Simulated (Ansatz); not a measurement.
Geometry optimisation, RKS PBE/def2-SVP in Ansatz 0.2.0.

The input (input.yaml):

```yaml
crystal:
  periodic: [false, false, false]
  atoms:
    - { symbol: B, position_ang: [0.0, 0.0, 0.0] }
    - { symbol: H, position_ang: [0.0, 0.0, 1.54] }
    - { symbol: H, position_ang: [1.0305, 0.0, -0.595] }
    - { symbol: H, position_ang: [-1.0305, 0.0, -0.595] }
    - { symbol: "N", position_ang: [0.0773, -1.7539, 0.5833] }
    - { symbol: H, position_ang: [-0.441, -2.5119, 0.0539] }
    - { symbol: C, position_ang: [0.8576, -2.0964, 1.7812] }
    - { symbol: H, position_ang: [0.9977, -3.1964, 1.8301] }
    - { symbol: H, position_ang: [1.849, -1.5995, 1.7321] }
    - { symbol: H, position_ang: [0.3162, -1.7522, 2.687] }
    - { symbol: H, position_ang: [0.0395, -0.8969, 1.5631] }
basis:
  gaussian: { orbitals: def2-SVP }
hamiltonian:
  xc: pbe
relax:
  f_tol: 0.15
  max_steps: 25
  restrain:
    - { distance: [0, 4], at: 1.55, k: 30.0 }
    - { distance: [10, 1], at: 0.66, k: 30.0 }
    - { distance: [0, 1], at: 2.39, k: 30.0 }
    - { distance: [10, 4], at: 2.26, k: 30.0 }
```

Launched with:

```bash
$ ansatz run input.yaml --threads 2 --pin off --max-ram 3072MiB --backend cpu --events-out ev --progress --plain --runs-dir out
```

Problem. Where does it end, and by what steps?

Solution. It converged. The restraints hold the end off the free minimum. After 12 steps the energy has fallen by 4.414 eV (the restraints' own energy left out); H11 moved furthest, 1.18 Å.

```tsv
step	energy less start (eV)	largest force component (eV/Å)	accepted
0	0.0000	4.492	yes
1	-0.7296	6.133	yes
2	-1.8700	5.170	yes
3	-2.9649	3.309	yes
4	-3.4842	2.768	yes
5	-3.9847	1.839	yes
6	-4.2706	2.146	yes
7	-4.3712	2.163	yes
8	-4.3951	2.272	yes
9	-4.4502	2.179	no
10	-4.4096	2.243	yes
11	-4.4246	2.187	yes
12	-4.4144	2.201	yes
```

```xyz
11
Properties=species:S:1:pos:R:3
B 0.163 -0.545 -0.107
H -0.576 0.837 1.710
H 1.215 0.064 -0.064
H -0.778 -0.209 -0.798
N 0.054 -1.807 0.643
H -0.826 -2.325 0.596
C 1.040 -2.371 1.540
H 1.264 -3.434 1.302
H 1.985 -1.798 1.460
H 0.714 -2.331 2.607
H -0.559 0.114 1.692
```

Time of the run: 17 s on 2 threads of Arm Neoverse V1, on a shared host, peak memory 0.12 GiB.
